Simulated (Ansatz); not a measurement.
Geometry optimisation, UKS B3LYP-D4/cc-pVDZ in Ansatz.

input.yaml

```yaml
crystal:
  periodic: [false, false, false]
  atoms:
    - { symbol: C, position_ang: [-0.3299, -0.8352, 0.2713] }
    - { symbol: C, position_ang: [0.7682, -0.3501, -0.4057] }
    - { symbol: C, position_ang: [0.6599, 0.5484, -1.4624] }
    - { symbol: "N", position_ang: [0.5725, 1.2807, -2.3471] }
    - { symbol: S, position_ang: [-0.5639, 0.7559, 1.9656] }
    - { symbol: H, position_ang: [-0.2093, -1.6496, 0.9661] }
    - { symbol: H, position_ang: [-1.3193, -0.6891, -0.134] }
    - { symbol: H, position_ang: [1.7719, -0.603, -0.0915] }
    - { symbol: H, position_ang: [-1.35, 1.5419, 1.2377] }
magnetization:
  spin_polarized: true
  initial_magnetization: 1
basis:
  gaussian: { orbitals: cc-pVDZ }
hamiltonian:
  xc: b3lyp
  dispersion: d4
relax:
  f_tol: 0.15
  max_steps: 25
  restrain: [{ distance: [0, 4], at: 3.11, k: 30.0 }]
output:
  orbitals: {}
```

Command:

```bash
$ ansatz run input.yaml --threads 2 --pin off --max-ram 3072MiB --backend cpu --events-out ev --progress --plain --runs-dir out
```

Task: Where does it end, and by what steps?

Result: The run converged. The restraints hold the end off the free minimum. After 7 steps the energy has risen by 0.046 eV (the restraints' own energy left out); H9 moved furthest, 0.44 Å.

```
step  energy less start (eV)  largest force component (eV/Å)  accepted
   0                  0.0000                           1.622       yes
   1                  0.1009                           1.305       yes
   2                  0.2320                           1.458       yes
   3                  0.1164                           0.515       yes
   4                  0.0722                           0.422       yes
   5                  0.0611                           0.298       yes
   6                  0.0512                           0.265       yes
   7                  0.0461                           0.125       yes
```

```xyz
9
Properties=species:S:1:pos:R:3
C -0.318 -1.153 0.071
C 0.706 -0.388 -0.352
C 0.556 0.597 -1.379
N 0.444 1.396 -2.219
S -0.551 1.132 2.166
H -0.166 -1.897 0.855
H -1.321 -1.065 -0.358
H 1.708 -0.478 0.086
H -1.057 1.857 1.130
```

The run took 34 s on 2 threads of Intel(R) Xeon(R) CPU @ 2.60GHz (Ice Lake) (shared host), peak memory 0.29 GiB.
